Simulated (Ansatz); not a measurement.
Job for Ansatz (an electronic-structure program): R-CAM-B3LYP/def2-TZVPPD on CH4 (SMILES C). Files ending in .json are basis or fitting sets from the Basis Set Exchange.

Ansatz 0.2 input:
```yaml
crystal:
  periodic: [false, false, false]
  atoms:
    - {symbol: C, position_ang: [0.00000000, 0.00000000, 0.00000000]}
    - {symbol: H, position_ang: [0.00000000, 1.08744517, 0.00000000]}
    - {symbol: H, position_ang: [-0.51262657, -0.36248173, 0.88789526]}
    - {symbol: H, position_ang: [-0.51262657, -0.36248173, -0.88789526]}
    - {symbol: H, position_ang: [1.02525314, -0.36248173, 0.00000000]}
basis:
  gaussian:
    orbitals: def2-TZVPPD.json
hamiltonian:
  xc: {name: CAM-B3LYP}
scf: {lower_state_search: off}
```

Give the final energy of this run.

-40.5049 hartree.
